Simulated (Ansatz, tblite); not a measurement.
**The cluster Cu3H: charged states by level of theory**

Aim: the energy of removing and adding an electron for the cluster Cu3H, by energy differences, and how well orbital energies stand in for it.

The runs use Ansatz 0.2.0, Gaussian basis; as each input shows.

The runs, in order: charge +1 doublet, at the geometry of the singlet (PBE0-D4/def2-TZVP, PBE-D4/def2-TZVP, r2SCAN-D4/def2-TZVP); charge -1 doublet, at the geometry of the singlet (PBE0-D4/def2-TZVPD, PBE-D4/def2-TZVPD, r2SCAN-D4/def2-TZVPD); the starting singlet's energies come from earlier runs.

1 further run of the same task is left out (set aside as unsound or not needed). Runs told in other sessions of the task aren't counted.

### 1 The geometry

The geometry is that of the singlet, from an earlier relaxation (PBE-D4/def2-TZVP). At that level it is the lowest of the isomers that a small search found.

4 atoms, charge 0, spin multiplicity 1.

Atoms are counted from 1 here; the program's logs count them from 0.

Bond lengths: Cu1–Cu2 2.398 Å, Cu1–Cu3 2.475 Å, Cu1–H4 1.523 Å, Cu2–Cu3 2.294 Å. Angles: Cu2–Cu1–Cu3 56.1°, Cu2–Cu1–H4 137.3°, Cu3–Cu1–H4 166.6°, Cu1–Cu2–Cu3 63.6°, Cu1–Cu3–Cu2 60.2°.

No spin-orbit coupling is included.

### 2 Charge +1 doublet at the fixed geometry, first pass, PBE0-D4/def2-SVP

The input, in.yaml:

```yaml
crystal:
  periodic: [false, false, false]
  atoms:
    - {symbol: Cu, position_ang: [0.055850, 0.402942, -0.584153]}
    - {symbol: Cu, position_ang: [-0.344325, -0.170569, 1.709686]}
    - {symbol: Cu, position_ang: [0.268709, -1.890444, 0.320929]}
    - {symbol: H, position_ang: [0.019755, 1.658071, -1.446461]}
basis:
  gaussian: {orbitals: def2-SVP}
total_charge: 1
magnetization: {spin_polarized: true, initial_magnetization: 1}
hamiltonian: {xc: pbe0, dispersion: d4}
output: {orbitals: {seedname: orbitals}}
```

On the command line:

```console
ansatz run in.yaml --threads 4 --pin off --events-out ev --progress --plain --max-ram 3916MiB
```

Output:

```text
Functional definition: PBE0
  name "PBE0"
  cite "Adamo & Barone, J. Chem. Phys. 110, 6158 (1999) doi:10.1063/1.478522"
  cite "Perdew, Burke & Ernzerhof, Phys. Rev. Lett. 77, 3865 (1996) doi:10.1103/PhysRevLett.77.3865"
  parent pbe
  parameter a = 0.25
  parameter kappa = 0.804
  parameter beta = 0.06672455060314922
  exchange = (1 - a)*pbe_x(kappa = kappa, mu = beta*pi^2/3) + a*exact_x
  correlation = pbe_c(beta = beta)
1091 factors; integrals over basis functions are off by at most 9.0e-4 eV
mean field evaluation 1: about -133866.7087 eV, gradient 9.1e1 eV
mean field evaluation 2: about -133178.4487 eV, gradient 4.4e2 eV
mean field evaluation 4: about -133863.6892 eV, gradient 9.4e1 eV
mean field evaluation 8: about -133891.7245 eV, gradient 6.3e-1 eV
mean field evaluation 16: about -133891.8156 eV, gradient 1.5e-2 eV
mean field evaluation 32: about -133891.4056 eV, gradient 2.0e0 eV
mean field -133891.81562365 eV, -4920.4334690369 hartree, gradient 7.6e-5 eV, S^2 0.758167; 4 other end points of the search recorded, 0 dependent functions left out
reference -133891.81569095 eV, -4920.4334715103 hartree; 44, 43 occupied and 54, 55 virtual orbitals, 1091 factors
Total energy: -133891.89895306 eV, -4920.4365313362 hartree
```

Wall time 7 s (4 threads of Arm Neoverse V2, shared host).

Report: HOMO -11.93 eV, LUMO -9.17 eV (over both spins); ⟨S²⟩ 0.758 (pure: 0.75).

### 3 Charge +1 doublet at the fixed geometry, PBE0-D4/def2-TZVP

start.molden holds the orbitals of an earlier run on this state, given as this run's starting guess.

in.yaml, as its differences from that of step 2:

```diff
@@ -8,3 +8,3 @@
 basis:
-  gaussian: {orbitals: def2-SVP}
+  gaussian: {orbitals: def2-TZVP, initial_orbitals: start.molden}
 total_charge: 1
@@ -12,2 +12,3 @@
 hamiltonian: {xc: pbe0, dispersion: d4}
+scf: {omitted_lower_state_checks: [starts]}
 output: {orbitals: {seedname: orbitals}}
```

Same command.

Output (excerpt; [...] marks lines left out):

```text
Functional definition: PBE0
  name "PBE0"
  cite "Adamo & Barone, J. Chem. Phys. 110, 6158 (1999) doi:10.1063/1.478522"
  cite "Perdew, Burke & Ernzerhof, Phys. Rev. Lett. 77, 3865 (1996) doi:10.1103/PhysRevLett.77.3865"
  parent pbe
[...]
1467 factors; integrals over basis functions are off by at most 8.0e-4 eV
[...]
mean field -133911.49630544 eV, -4921.1567207525 hartree, gradient 4.3e-5 eV, S^2 0.757820; 0 other end points of the search recorded, 0 dependent functions left out
reference -133911.49634528 eV, -4921.1567222167 hartree; 44, 43 occupied and 97, 98 virtual orbitals, 1467 factors
Total energy: -133911.57960738 eV, -4921.1597820426 hartree
Checks for a lower state left out: starts
```

It took 7 s on 4 threads of Arm Neoverse V2, shared host; peak memory 0.59 GiB.

Report: HOMO -12.30 eV, LUMO -9.45 eV (over both spins); ⟨S²⟩ 0.758 (pure: 0.75).

### 4 Charge +1 doublet at the fixed geometry, PBE-D4/def2-TZVP

in.yaml, as its differences from that of step 3:

```diff
@@ -11,3 +11,3 @@
 magnetization: {spin_polarized: true, initial_magnetization: 1}
-hamiltonian: {xc: pbe0, dispersion: d4}
+hamiltonian: {xc: pbe, dispersion: d4}
 scf: {omitted_lower_state_checks: [starts]}
```

Same command.

Output:

```text
Functional definition: PBE
  name "PBE"
  cite "Perdew, Burke & Ernzerhof, Phys. Rev. Lett. 77, 3865 (1996) doi:10.1103/PhysRevLett.77.3865"
  parent pbe
  parameter kappa = 0.804
  parameter beta = 0.06672455060314922
  exchange = pbe_x(kappa = kappa, mu = beta*pi^2/3)
  correlation = pbe_c(beta = beta)
these checks for a lower state are left out or cut short: starts
1403 factors; their error is unknown
mean field evaluation 1: about -133911.7998 eV, gradient 9.0e0 eV
mean field evaluation 2: about -133912.1150 eV, gradient 8.4e-1 eV
mean field evaluation 4: about -133912.0385 eV, gradient 5.8e-2 eV
mean field evaluation 8: about -133912.0385 eV, gradient 1.9e-5 eV
mean field -133912.03854292 eV, -4921.1766476126 hartree, gradient 1.9e-5 eV, S^2 0.753869; 0 other end points of the search recorded, 0 dependent functions left out
reference -133912.03859553 eV, -4921.1766495460 hartree; 44, 43 occupied and 97, 98 virtual orbitals, 1403 factors
Total energy: -133912.13708826 eV, -4921.1802690869 hartree
Checks for a lower state left out: starts
```

It took 4.3 s on 4 threads of Arm Neoverse V2, shared host.

HOMO -11.31 eV, LUMO -10.62 eV (over both spins); ⟨S²⟩ 0.754 (pure: 0.75).

### 5 Charge +1 doublet at the fixed geometry, r2SCAN-D4/def2-TZVP

in.yaml, as its differences from that of step 4:

```diff
@@ -11,3 +11,3 @@
 magnetization: {spin_polarized: true, initial_magnetization: 1}
-hamiltonian: {xc: pbe, dispersion: d4}
+hamiltonian: {xc: r2scan, dispersion: d4}
 scf: {omitted_lower_state_checks: [starts]}
```

The command is unchanged.

Output:

```text
Functional definition: r2SCAN
  name "r2SCAN"
  cite "Furness, Kaplan, Ning, Perdew & Sun, J. Phys. Chem. Lett. 11, 8208 (2020) doi:10.1021/acs.jpclett.0c02405"
  cite "Furness, Kaplan, Ning, Perdew & Sun, J. Phys. Chem. Lett. 11, 9248 (2020) doi:10.1021/acs.jpclett.0c03077"
  parent r2scan
  parameter k0 = 0.174
  parameter k1 = 0.065
  parameter a1 = 4.9479
  exchange = r2scan_x(k0 = k0, k1 = k1, a1 = a1)
  correlation = r2scan_c
these checks for a lower state are left out or cut short: starts
1403 factors; their error is unknown
mean field evaluation 1: about -133930.5129 eV, gradient 5.8e0 eV
mean field evaluation 2: about -133930.6587 eV, gradient 6.1e-1 eV
mean field evaluation 4: about -133930.5839 eV, gradient 3.9e-2 eV
mean field evaluation 8: about -133930.5839 eV, gradient 2.2e-5 eV
mean field -133930.58390744 eV, -4921.8581771882 hartree, gradient 2.2e-5 eV, S^2 0.757543; 0 other end points of the search recorded, 0 dependent functions left out
reference -133930.58393014 eV, -4921.8581780224 hartree; 44, 43 occupied and 97, 98 virtual orbitals, 1403 factors
Total energy: -133930.60218140 eV, -4921.8588487439 hartree
Checks for a lower state left out: starts
```

It took 9.5 s on 4 threads of Arm Neoverse V2, shared host.

Report: HOMO -11.31 eV, LUMO -10.37 eV (over both spins); ⟨S²⟩ 0.758 (pure: 0.75).

### 6 Vertical ionisation energy

Charged state less starting state, singlet to doublet; the starting state's energies are those of its earlier runs.

| level | vertical ionisation energy (eV) | time |
| --- | --- | --- |
| PBE-D4/def2-TZVP | +7.76 | 5.9 s |
| r2SCAN-D4/def2-TZVP | +7.63 | 13 s |
| PBE0-D4/def2-TZVP | +7.57 | 11 s |

Times add the two runs; a level without a time comes out of a correlated run.

Beside −ε(HOMO) of the starting state:

| level | −ε(HOMO) (eV) | by difference (eV) | mismatch (eV) |
| --- | --- | --- | --- |
| PBE-D4/def2-TZVP | 4.91 | 7.76 | -2.84 |
| r2SCAN-D4/def2-TZVP | 4.91 | 7.63 | -2.72 |
| PBE0-D4/def2-TZVP | 5.75 | 7.57 | -1.82 |

### 7 Charge -1 doublet at the fixed geometry, first pass, PBE0-D4/def2-SVP

in.yaml, as its differences from that of step 5:

```diff
@@ -8,7 +8,6 @@
 basis:
-  gaussian: {orbitals: def2-TZVP, initial_orbitals: start.molden}
-total_charge: 1
+  gaussian: {orbitals: def2-SVP}
+total_charge: -1
 magnetization: {spin_polarized: true, initial_magnetization: 1}
-hamiltonian: {xc: r2scan, dispersion: d4}
-scf: {omitted_lower_state_checks: [starts]}
+hamiltonian: {xc: pbe0, dispersion: d4}
 output: {orbitals: {seedname: orbitals}}
```

Same command.

Output:

```text
Functional definition: PBE0
  name "PBE0"
  cite "Adamo & Barone, J. Chem. Phys. 110, 6158 (1999) doi:10.1063/1.478522"
  cite "Perdew, Burke & Ernzerhof, Phys. Rev. Lett. 77, 3865 (1996) doi:10.1103/PhysRevLett.77.3865"
  parent pbe
  parameter a = 0.25
  parameter kappa = 0.804
  parameter beta = 0.06672455060314922
  exchange = (1 - a)*pbe_x(kappa = kappa, mu = beta*pi^2/3) + a*exact_x
  correlation = pbe_c(beta = beta)
1092 factors; integrals over basis functions are off by at most 9.0e-4 eV
mean field evaluation 1: about -133899.2119 eV, gradient 1.3e1 eV
mean field evaluation 2: about -133898.7868 eV, gradient 2.0e1 eV
mean field evaluation 4: about -133899.9534 eV, gradient 1.4e0 eV
mean field evaluation 8: about -133900.0755 eV, gradient 8.2e-2 eV
mean field evaluation 16: about -133900.0756 eV, gradient 3.8e-4 eV
mean field -133900.07556902 eV, -4920.7370164305 hartree, gradient 3.7e-5 eV, S^2 0.762453; 0 other end points of the search recorded, 0 dependent functions left out
reference -133900.07560075 eV, -4920.7370175966 hartree; 45, 44 occupied and 53, 54 virtual orbitals, 1092 factors
Total energy: -133900.17757864 eV, -4920.7407652150 hartree
```

Run time: 5.5 s. Hardware: 4 threads of Arm Neoverse V2, shared host.

Report: HOMO 0.42 eV, LUMO 2.26 eV (over both spins); ⟨S²⟩ 0.762 (pure: 0.75). Doubts: highest occupied level lies above zero.

### 8 Charge -1 doublet at the fixed geometry, PBE0-D4/def2-TZVPD

in.yaml, as its differences from that of step 7:

```diff
@@ -8,3 +8,3 @@
 basis:
-  gaussian: {orbitals: def2-SVP}
+  gaussian: {orbitals: def2-TZVPD, initial_orbitals: start.molden}
 total_charge: -1
@@ -12,2 +12,3 @@
 hamiltonian: {xc: pbe0, dispersion: d4}
+scf: {omitted_lower_state_checks: [starts]}
 output: {orbitals: {seedname: orbitals}}
```

Same command.

Output (excerpt; [...] marks lines left out):

```text
Functional definition: PBE0
  name "PBE0"
  cite "Adamo & Barone, J. Chem. Phys. 110, 6158 (1999) doi:10.1063/1.478522"
  cite "Perdew, Burke & Ernzerhof, Phys. Rev. Lett. 77, 3865 (1996) doi:10.1103/PhysRevLett.77.3865"
  parent pbe
[...]
1510 factors; integrals over basis functions are off by at most 6.6e-4 eV
[...]
mean field -133920.42596679 eV, -4921.4848797546 hartree, gradient 2.5e-5 eV, S^2 0.766782; 0 other end points of the search recorded, 0 dependent functions left out
reference -133920.42599704 eV, -4921.4848808661 hartree; 45, 44 occupied and 108, 109 virtual orbitals, 1510 factors
Total energy: -133920.52797493 eV, -4921.4886284845 hartree
Checks for a lower state left out: starts
```

Run time: 9 s. Hardware: 4 threads of Arm Neoverse V2, shared host; peak memory 0.62 GiB.

HOMO 0.11 eV, LUMO 2.01 eV (over both spins); ⟨S²⟩ 0.767 (pure: 0.75). Doubts: highest occupied level lies above zero.

### 9 Charge -1 doublet at the fixed geometry, PBE-D4/def2-TZVPD

in.yaml, as its differences from that of step 8:

```diff
@@ -11,3 +11,3 @@
 magnetization: {spin_polarized: true, initial_magnetization: 1}
-hamiltonian: {xc: pbe0, dispersion: d4}
+hamiltonian: {xc: pbe, dispersion: d4}
 scf: {omitted_lower_state_checks: [starts]}
```

Launched as before.

Output:

```text
Functional definition: PBE
  name "PBE"
  cite "Perdew, Burke & Ernzerhof, Phys. Rev. Lett. 77, 3865 (1996) doi:10.1103/PhysRevLett.77.3865"
  parent pbe
  parameter kappa = 0.804
  parameter beta = 0.06672455060314922
  exchange = pbe_x(kappa = kappa, mu = beta*pi^2/3)
  correlation = pbe_c(beta = beta)
these checks for a lower state are left out or cut short: starts
1458 factors; their error is unknown
mean field evaluation 1: about -133921.0864 eV, gradient 9.1e0 eV
mean field evaluation 2: about -133921.4079 eV, gradient 5.5e-1 eV
mean field evaluation 4: about -133921.3698 eV, gradient 3.2e-2 eV
mean field -133921.36976920 eV, -4921.5195638533 hartree, gradient 6.8e-5 eV, S^2 0.757963; 0 other end points of the search recorded, 0 dependent functions left out
reference -133921.36980893 eV, -4921.5195653134 hartree; 45, 44 occupied and 108, 109 virtual orbitals, 1458 factors
Total energy: -133921.48985273 eV, -4921.5239768418 hartree
Checks for a lower state left out: starts
```

Run time: 4.7 s. Hardware: 4 threads of Arm Neoverse V2, shared host.

Report: HOMO 0.55 eV, LUMO 1.20 eV (over both spins); ⟨S²⟩ 0.758 (pure: 0.75). Doubts: highest occupied level lies above zero.

### 10 Charge -1 doublet at the fixed geometry, r2SCAN-D4/def2-TZVPD

in.yaml, as its differences from that of step 9:

```diff
@@ -11,3 +11,3 @@
 magnetization: {spin_polarized: true, initial_magnetization: 1}
-hamiltonian: {xc: pbe, dispersion: d4}
+hamiltonian: {xc: r2scan, dispersion: d4}
 scf: {omitted_lower_state_checks: [starts]}
```

Launched as before.

Output:

```text
Functional definition: r2SCAN
  name "r2SCAN"
  cite "Furness, Kaplan, Ning, Perdew & Sun, J. Phys. Chem. Lett. 11, 8208 (2020) doi:10.1021/acs.jpclett.0c02405"
  cite "Furness, Kaplan, Ning, Perdew & Sun, J. Phys. Chem. Lett. 11, 9248 (2020) doi:10.1021/acs.jpclett.0c03077"
  parent r2scan
  parameter k0 = 0.174
  parameter k1 = 0.065
  parameter a1 = 4.9479
  exchange = r2scan_x(k0 = k0, k1 = k1, a1 = a1)
  correlation = r2scan_c
these checks for a lower state are left out or cut short: starts
1458 factors; their error is unknown
mean field evaluation 1: about -133939.6846 eV, gradient 5.9e0 eV
mean field evaluation 2: about -133939.8527 eV, gradient 4.5e-1 eV
mean field evaluation 4: about -133939.8194 eV, gradient 3.5e-2 eV
mean field -133939.81945161 eV, -4922.1975771762 hartree, gradient 7.4e-5 eV, S^2 0.777262; 0 other end points of the search recorded, 0 dependent functions left out
reference -133939.81948357 eV, -4922.1975783506 hartree; 45, 44 occupied and 108, 109 virtual orbitals, 1458 factors
Total energy: -133939.84315799 eV, -4922.1984483697 hartree
Checks for a lower state left out: starts
```

It took 12 s on 4 threads of Arm Neoverse V2, shared host.

Report: HOMO 0.32 eV, LUMO 1.51 eV (over both spins); ⟨S²⟩ 0.777 (pure: 0.75). Doubts: highest occupied level lies above zero.

### 11 Vertical electron affinity

Starting state less charged state (positive: the electron is bound), singlet to doublet; the starting state's energies are those of its earlier runs.

| level | vertical electron affinity (eV) | time |
| --- | --- | --- |
| PBE-D4/def2-TZVPD | +1.57 | 7 s |
| r2SCAN-D4/def2-TZVPD | +1.59 | 16 s |
| PBE0-D4/def2-TZVPD | +1.36 | 12 s |

Times add the two runs; a level without a time comes out of a correlated run.

Beside −ε(LUMO) of the starting state:

| level | −ε(LUMO) (eV) | by difference (eV) | mismatch (eV) |
| --- | --- | --- | --- |
| PBE-D4/def2-TZVPD | 3.72 | 1.57 | +2.16 |
| r2SCAN-D4/def2-TZVPD | 3.46 | 1.59 | +1.87 |
| PBE0-D4/def2-TZVPD | 2.81 | 1.36 | +1.45 |

### 12 Results

| quantity | value |
| --- | --- |
| vertical ionisation energy, functionals in def2-TZVP | 7.57 (PBE0-D4) to 7.76 eV (PBE-D4) |
| vertical electron affinity, functionals in def2-TZVPD | 1.36 (PBE0-D4) to 1.59 eV (r2SCAN-D4) |

**Reading.** The vertical ionisation energy spans 7.57 to 7.76 eV over the functionals. −ε(HOMO) misses the level's own difference by -1.82 eV at best (PBE0-D4) and -2.84 eV at worst (PBE-D4). The vertical electron affinity spans 1.36 to 1.59 eV over the functionals. The anion's highest level lies above zero where self-interaction lifts it, so diffuse functions weigh on these values. −ε(LUMO) misses the level's own difference by +1.45 eV at best (PBE0-D4) and +2.16 eV at worst (PBE-D4). The charged states' spins were chosen beforehand and needn't be their lowest.

The anion's highest level is positive in at least one run, so there the basis alone may hold the extra electron.
